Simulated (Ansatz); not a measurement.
Job for Ansatz (a quantum-chemistry and plane-wave program): R-CCSD(T)/aug-cc-pVDZ on F2 (SMILES FF).

Ansatz 0.2 input:
```yaml
crystal:
  periodic: [false, false, false]
  atoms:
    - {symbol: F, position_ang: [0.00000000, 0.00000000, 0.00000000]}
    - {symbol: F, position_ang: [1.39520410, 0.00000000, 0.00000000]}
basis:
  gaussian:
    orbitals: aug-cc-pVDZ
magnetization: {spin_polarized: false}
correlation: {method: ccsd_t, electrons: outside_noble_gas}
scf: {lower_state_search: off}
```

Question: What total energy does the run end on?

Answer: -199.1462 hartree (reference determinant -198.7005, T1 diagnostic 0.014).
